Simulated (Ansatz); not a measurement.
Process, species as SMILES: F[C](F)F → C atom + 3 F atom
B3LYP-D3(BJ)/def2-TZVP geometries, fixed; electronic energies without zero-point terms.

The atomisation energy at MP2 with Ansatz (a program for electronic structure), in kcal/mol, split into its Hartree-Fock and correlation parts. Cores are frozen. Open shells are unrestricted. No added dispersion term, no relativity. Functions are those of the species that has most.

| basis | X | functions | Hartree-Fock | MP2 |
|---|---|---|---|---|
| aug-cc-pVDZ | 2 | 92 | 213.84 | 338.48 |
| aug-cc-pVTZ | 3 | 184 | 223.54 | 359.16 |
| aug-cc-pVQZ | 4 | 320 | 223.93 | 364.60 |

Worked estimate of the basis-set limit from each neighbouring pair, with Hartree-Fock from the larger set and the correlation part extrapolated as X^-3.
Correlation parts: X = 2: 124.64, X = 3: 135.62, X = 4: 140.67.
- (2,3): (27·(135.62) - 8·(124.64))/19 = 140.24; with Hartree-Fock 223.54 the estimate is 363.78 kcal/mol.
- (3,4): (64·(140.67) - 27·(135.62))/37 = 144.36; with Hartree-Fock 223.93 the estimate is 368.29 kcal/mol.
The last two estimates differ by 4.50 kcal/mol; the largest set lies 3.69 from the last. Over the last step Hartree-Fock moves by 0.39 and the correlation part by 5.05.
